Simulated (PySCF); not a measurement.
## NaH₂⁻: bend–stretch map

All numbers come from PBE0/[Na def2-TZVPD, H def2-TZVPD], no relativity, density fitting, PySCF.

Rigid scan from the singlet minimum (Na–H 2.065 Å (×2); H–Na–H 180.0°). Coordinate: rows scale both bonds, columns set the H–Na–H angle. Energies in kJ/mol from the minimum.

| scale \ angle | 90 | 105 | 120 | 135 | 150 | 165 | 180 |
| --- | --- | --- | --- | --- | --- | --- | --- |
| 0.94 | 102.8 | 69.2 | 44.3 | 26.5 | 14.4 | 7.4 | 5.1 |
| 0.97 | 97.5 | 64.4 | 39.9 | 22.4 | ? | 3.5 | 1.2 |
| 1.00 | 94.9 | 62.3 | 38.3 | ? | 9.2 | 2.3 | 0.0 |
| 1.03 | 94.4 | 62.4 | 38.8 | 21.7 | 10.1 | 3.2 | 1.0 |
| 1.06 | 95.8 | 64.4 | 41.1 | 24.3 | ? | 6.0 | 3.8 |
| 1.10 | 99.8 | 69.2 | ? | 30.0 | 18.7 | 12.0 | ? |

Q: Fill in the five missing cells, row by row.

A: 10.5, 20.9, 12.8, 46.5, 9.8.

The bond scale of lowest energy on the grid is 1.03 at 90°, 1.00 at 105°, 1.00 at 120°, 1.00 at 135°, 1.00 at 150°, 1.00 at 165°, 1.00 at 180°.

Other isomers or separated fragments may lie lower.
